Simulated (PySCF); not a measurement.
## Structure from NMR data

Molecular formula: C₄H₉N. Simulated spectra:

1H NMR (400 MHz, computed): δ 7.87 (q, 1H), 3.59 (q, 2H), 2.02 (d, 3H), 1.25 (t, 3H).

13C{1H} NMR (computed): δ 160.7 (CH), 60.4 (CH2), 26.6 (CH3), 19.7 (CH3).

Computed data (PySCF 2.14.0 with density-fitted response routines): PBE0/pcSseg-1 with gauge-including orbitals, GFN2-xTB structure. No relativistic terms, fast rotation and ring inversion assumed for equivalent nuclei, no solvent, a single conformation.

δ = σ(ref) − σ, references computed at the same level: 1H and 13C against TMS.

Question: Which candidate is it?
A. C/C=N/CC
B. CNC1CC1
C. C=CCNC
D. C/C=N\CC
E. NC1CCC1

Answer: A. 

The formula gives 1 degree of unsaturation (no ring in the answer). 4 carbon signals for 4 carbons: no two carbons are equivalent. Carbon types of the structure: 1 × CH, 1 × CH2, 2 × CH3, which accounts for all hydrogens. δC 160.7: C=N carbon. δC 60.4: sp3 CH2 bonded to N; pulled downfield by the heteroatom. δC 26.6, 19.7: methyl carbon; saturated and bonded to C and H only. δH 3.59: hydrogen on an sp3 CH2 bonded to N; its carbon carries N, which withdraws density. δH 2.02, 1.25: hydrogen on a methyl carbon.

The others: CNC1CC1 would give 3 carbon signals, not 4; NC1CCC1 would give 3 carbon signals, not 4; C=CCNC would give 5 signals for carbon-bound and other non-exchanging H, not 4; C/C=N\CC has carbons computed at 164.5, 46.7, 20.5, 19.1.

Shifts are as computed. Against solution values, carbons near 30 ppm lie about +3 ppm off and those near 130 ppm about +5 ppm (rms about the fit 2.1 ppm; single classes can miss by 10 ppm). Of 1328 compounds with measured shifts, 309 miss one by over three times the rms of a fit or turn the order of signals round; such compounds aren't used in these exercises. Signals without a measured value on file couldn't be tested in this way; 1H shifts scatter by 0.2 ppm about their fit, and single ones miss by 0.5 ppm. No couplings were computed; multiplicities are counted from neighbouring protons, with m where these are inequivalent, close in shift, in a saturated or five-membered ring or joined by F or P, and br s for small geminal =CH2 splittings.
